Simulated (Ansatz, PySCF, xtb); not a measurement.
Protons, H atoms and electrons added to or taken from C1CCOC1. All species are isolated molecules in the gas phase. One relaxed conformer stands for each flexible species; it need not be the lowest. Strings in code marks are SMILES.

Quantity: bond dissociation enthalpy (X–H) at 298 K, in kcal/mol. HF references are unrestricted for open shells and restricted for singlets. Enthalpy corrections at 298 K come from GFN2-xTB frequencies (xtb).

Level 1: PBE0-D4/def2-TZVP (PySCF)
Level 2: PBE/6-31G* // PBE0-D4/def2-TZVP (PySCF)
Level 3: HF/STO-3G // PBE0-D4/def2-TZVP (PySCF)
Level 4: HF/cc-pVTZ // PBE0-D4/def2-TZVP (Ansatz, a program for electronic structure)

| species | level 2 | level 3 | level 4 |
|---|---|---|---|
| H atom removed from C3: `[CH]1CCCO1` | 88.7 | 94.5 | 70.3 |
| H atom removed from C1: `[CH]1CCOC1` | 93.7 | 98.9 | 72.3 |

Q: What does level 1 give for each?

A: 
- H atom removed from C3: `[CH]1CCCO1`: 88.6
- H atom removed from C1: `[CH]1CCOC1`: 92.7
